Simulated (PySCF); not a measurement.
Compound: difluorophosphane, F₂HP.
Bonds: F1–P2, P2–F3. Hydrogens: H4 on P2.

The same species was optimised twice, with GFN2-xTB and with PBE0-D3(BJ)/def2-SVP (PySCF), and the same property calculations (PySCF, gas phase) were run on both structures.

```
  coordinate  GFN2-xTB  PBE0-D3(BJ)/def2-SVP  change
   P2–H4 (Å)     1.418                 1.442  +0.024
   F1–P2 (Å)     1.617                 1.609  -0.008
   P2–F3 (Å)     1.616                 1.610  -0.006
F1–P2–F3 (°)      94.8                  99.3    +4.5
F3–P2–H4 (°)      92.6                  95.7    +3.1
F1–P2–H4 (°)      92.6                  95.6    +3.0
```

Rotational constants: A = 22051, B = 9074, C = 6762 MHz (GFN2-xTB) against A = 23857, B = 8555, C = 6618 MHz (PBE0-D3(BJ)/def2-SVP). Point groups within 0.08 Å: Cs and Cs.

On the GFN2-xTB structure: HOMO (eV) -8.34 [PBE0/pcSseg-1]; LUMO (eV) -0.75 [PBE0/pcSseg-1]; dipole (D) 1.93 [PBE0/pcSseg-1]; GIAO shielding of F1/F3 (mean) (ppm) 306.5 [PBE0/pcSseg-1]; GIAO shielding of P2 (ppm) 68.4 [PBE0/pcSseg-1].

Question: What do these properties become on the PBE0-D3(BJ)/def2-SVP structure?

Answer: 
```csv
property,level,on GFN2-xTB,on PBE0-D3(BJ)/def2-SVP,change
HOMO (eV),PBE0/pcSseg-1,-8.34,-8.13,+0.21
LUMO (eV),PBE0/pcSseg-1,-0.75,-0.45,+0.30
dipole (D),PBE0/pcSseg-1,1.93,1.67,-0.26
"energy, GFN2-xTB geometry as zero (kcal/mol)",PBE0/pcSseg-1,0.0,-1.1,-1.1
GIAO shielding of F1/F3 (mean) (ppm),PBE0/pcSseg-1,306.5,304.0,-2.5
GIAO shielding of P2 (ppm),PBE0/pcSseg-1,68.4,68.7,+0.3
```

The heavy atoms differ by 0.039 Å rms after alignment. Among all bonds P2–H4 changes most (+0.024 Å). Changes are differences of the printed values. Neither structure is proved a minimum here.
